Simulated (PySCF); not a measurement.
# C4H6NP: the cost of one run

Programs: PySCF 2.14.0, with routines of our own; each step states its level. All values are computed. Atoms count from 0.

## 1. The starting structure

12 atoms, charge 0, multiplicity 1; geometry from: GFN2-xTB.

## 2. Optimising the geometry at CAM-B3LYP/def2-SVP

What the job is given:

```
{"job": {"xc": "CAM-B3LYP", "basis": "def2-SVP", "grid": 1, "kind": "geom"}, "charge": 0, "multiplicity": 1}
N      2.123216     0.230404    -0.019468
C      0.765148     0.026389    -0.070081
C     -0.004525    -0.561054     0.879501
C     -1.404663    -0.525863     0.582398
C     -1.727729     0.079439    -0.577419
P     -0.252161     0.562380    -1.496066
H      2.634070    -0.345388     0.632852
H      2.588595     0.374377    -0.901240
H      0.383499    -0.989643     1.789423
H     -2.131140    -0.949268     1.258535
H     -2.720914     0.186810    -0.976725
H     -0.252197     1.910729    -1.127735
```

Launch:

```sh
$ OMP_NUM_THREADS=1 python excited_run.py task.json out
```

One launch serves the whole session: the jobs run in the order shown.

Q: Estimate the wall time and peak memory of this first job on 1 thread of Arm Neoverse N1, shared host.

About 51 s, with a peak of 0.53 GiB.
